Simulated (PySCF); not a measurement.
**Al: ionisation energy**

Al [Ne] 3s2 3p1 (2P) → Al+ [Ne] 3s2 (1S), as a difference of total energies. Computed with PySCF 2.14 in cc-pVTZ-DK, with the spin-free X2C one-electron Hamiltonian (Gaussian nucleus). Correlated levels: valence: [Ne] frozen. The calculations carry no spin-orbit coupling.

```tsv
method	ionisation energy (eV)	error (eV)
UHF	5.587	-0.390
B3LYP	6.004	+0.027
PBE0	6.077	+0.100
MP2 (valence)	5.809	-0.168
SCS-MP2 (valence)	5.793	-0.184
CCSD (valence)	5.901	-0.076
CCSD(T) (valence)	5.932	-0.045
```

Reference: 5.977 eV (measured; NIST levels, between the centres of gravity of the two terms).

Errors of the correlated levels include the incompleteness of this basis and the frozen core.
